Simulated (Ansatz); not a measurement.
Density of states of Ta2O5 (I4/mmm, a = 5.241 Å, b = 5.241 Å, c = 9.583 Å, α = 90.00°, β = 90.00°, γ = 90.00°), in states per eV and primitive cell, averaged over bins of 0.5 eV. Computed with Ansatz, DFT PBEsol, scalar-relativistic, plane waves, PAW.

Plane waves to 420 eV, a k mesh through Γ of 8×8×8 on the computed 7-atom cell and Gaussian smearing (0.02 eV); no spin polarisation.

The cell is relaxed at this level. The states (both spins) are summed by tetrahedra on a 12×12×12 mesh at the self-consistent density. Energies are bin centres; the table starts no lower than −8 eV and ends at 6 eV, or lower where the solved bands end.

The gap is 1.64 eV at this level, with the zero inside it.

| E − E_F (eV) | total | O 2p | Ta 5d | Ta 6s | O 2s |
| --- | --- | --- | --- | --- | --- |
| -7.00 | 7.72 | 5.35 | 1.80 | 0.38 | 0.02 |
| -6.50 | 2.49 | 1.74 | 0.56 | 0.11 | 0.03 |
| -6.00 | 7.27 | 4.86 | 2.20 | 0.07 | 0.03 |
| -5.50 | 4.80 | 3.36 | 1.32 | 0.02 | 0.03 |
| -5.00 | 5.03 | 3.86 | 1.00 | 0.02 | 0.05 |
| -4.50 | 4.29 | 3.46 | 0.69 | 0.01 | 0.03 |
| -4.00 | 5.79 | 4.86 | 0.74 | 0.01 | 0.04 |
| -3.50 | 6.28 | 5.52 | 0.60 | 0.01 | 0.05 |
| -3.00 | 6.88 | 6.37 | 0.35 | 0.01 | 0.04 |
| -2.50 | 3.63 | 3.42 | 0.14 | 0.01 | 0.02 |
| -2.00 | 3.13 | 3.01 | 0.06 | 0.00 | 0.01 |
| -1.50 | 1.61 | 1.58 | 0.02 | 0.00 | 0.01 |
| -1.00 | 1.06 | 1.05 | 0.00 | 0.00 | 0.00 |
| -0.50 | 0.00 | 0.00 | 0.00 | 0.00 | 0.00 |
| 0.00 | 0.00 | 0.00 | 0.00 | 0.00 | 0.00 |
| 0.50 | 0.00 | 0.00 | 0.00 | 0.00 | 0.00 |
| 1.00 | 0.37 | 0.02 | 0.34 | 0.00 | 0.00 |
| 1.50 | 1.87 | 0.15 | 1.59 | 0.00 | 0.05 |
| 2.00 | 2.88 | 0.37 | 2.19 | 0.06 | 0.09 |
| 2.50 | 3.94 | 0.62 | 2.77 | 0.14 | 0.16 |
| 3.00 | 3.32 | 0.65 | 2.22 | 0.13 | 0.11 |
| 3.50 | 3.88 | 0.77 | 2.33 | 0.27 | 0.19 |
| 4.00 | 4.85 | 1.16 | 2.64 | 0.43 | 0.16 |
| 4.50 | 4.85 | 1.28 | 2.58 | 0.34 | 0.09 |
| 5.00 | 4.38 | 1.18 | 2.34 | 0.29 | 0.11 |
| 5.50 | 4.70 | 0.91 | 1.94 | 0.79 | 0.30 |

The columns after the total are the main Löwdin projections on the occupied valence shells of the potentials; 2 others are left out. The rest of the total lies in those, in shells that are empty in the free atom, which aren't projected, and between the atoms.

Spin-orbit coupling is left out, which matters for the bands of heavy elements.

Whether Ta2O5 exists in this form wasn't checked.

Cost: 1 run of about 2.4 core-minutes, on Arm Neoverse V1 (shared hosts).